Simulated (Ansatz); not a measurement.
Relaxation of C2H9Si (12 atoms, charge 0, multiplicity 2), to a largest force component of 0.03 eV/Å in at most 50 steps.

Method: UKS PBE-D4/6-31G* (Ansatz 0.2.0).

```xyz
12
Properties=species:S:1:pos:R:3
H 1.630 -1.198 1.755
Si -0.406 -0.520 0.076
C 0.436 -0.346 -1.619
C -0.938 1.160 0.785
H 2.189 -1.287 2.168
H -1.604 -1.428 -0.039
H 1.342 0.279 -1.546
H 0.738 -1.328 -2.021
H -0.243 0.127 -2.354
H -0.069 1.830 0.903
H -1.412 1.049 1.776
H -1.663 1.661 0.117
```

Question: Where does it end, and by what steps?

Answer: It converged. The force dipped under the threshold on the way, but the program's further checks kept it going. After 5 steps the energy has fallen by 0.091 eV; H5 moved furthest, 0.43 Å.

```json
{"step": "0", "energy less start (eV)": "0.0000", "largest force component (eV/Å)": "1.911", "accepted": "yes"}
{"step": "1", "energy less start (eV)": "-0.0824", "largest force component (eV/Å)": "0.200", "accepted": "yes"}
{"step": "2", "energy less start (eV)": "-0.0891", "largest force component (eV/Å)": "0.048", "accepted": "yes"}
{"step": "3", "energy less start (eV)": "-0.0852", "largest force component (eV/Å)": "0.158", "accepted": "no"}
{"step": "4", "energy less start (eV)": "-0.0903", "largest force component (eV/Å)": "0.009", "accepted": "yes"}
{"step": "5", "energy less start (eV)": "-0.0908", "largest force component (eV/Å)": "0.008", "accepted": "yes"}
```

```xyz
12
Properties=species:S:1:pos:R:3
H 1.907 -1.298 1.995
Si -0.507 -0.506 0.004
C 0.382 -0.328 -1.666
C -0.988 1.177 0.743
H 2.513 -1.384 2.435
H -1.733 -1.375 -0.151
H 1.308 0.262 -1.561
H 0.651 -1.314 -2.080
H -0.266 0.185 -2.402
H -0.097 1.807 0.907
H -1.501 1.053 1.711
H -1.670 1.722 0.064
```

Whether the end is a true minimum wasn't checked by a vibrational analysis.

Time of the run: 12 s on 2 threads of Intel(R) Xeon(R) Platinum 8259CL CPU @ 2.50GHz (Skylake/Cascade Lake) (shared host), peak memory 0.15 GiB.
